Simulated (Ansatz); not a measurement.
A made-up structure of AlSiH4S (charge -1), singlet:

Si1  (-1.019, -0.018, -1.913)
Al2  (-0.122, -0.316, 0.266)
S3  (2.063, -0.866, 0.618)
H4  (-2.196, 0.644, -1.167)
H5  (-0.085, 1.181, -1.509)
H6  (-0.669, 0.003, 1.766)
H7  (-1.020, -0.538, -3.234)
(Å)

It is relaxed with PBE-D4/def2-SVPD and then PBE0-D4/def2-TZVPD (Ansatz 0.2.0). Atoms count as bonded within 1.22 times the sum of their covalent radii (H–H: 0.88 Å). The end point is not checked to be a true minimum.

(1) Does its bonding change? (Judge from chemistry; the calculation decides.)

## Answers

(1) By the calculation: No: no bond forms or breaks.

Where it ends: The first stage lowers the energy by 1.73 eV in 7 steps. It ends as AlSiH₄S ([SiH3][AlH][S]), total charge -1:
```
7
angstrom
Si -0.9275 0.3196 -1.5923
Al 0.1774 -0.4156 0.5230
S 2.0979 -1.2122 0.5319
H -2.4070 0.6046 -1.5223
H -0.3682 1.5967 -2.1588
H -0.8089 -0.1550 1.7811
H -0.8126 -0.6480 -2.7355
```

Labels in which every atom is bracketed show which atoms are joined, not bond orders.

For scale, one of the runs: PBE0-D4/def2-TZVPD relaxation, 168 basis functions, launched by `ansatz run in.yaml --threads 2 --pin off --events-out ev --progress --plain --max-ram 4352MiB`. The run took about 11 s on 2 CPU threads of an Intel Xeon 6975P-C (shared host).
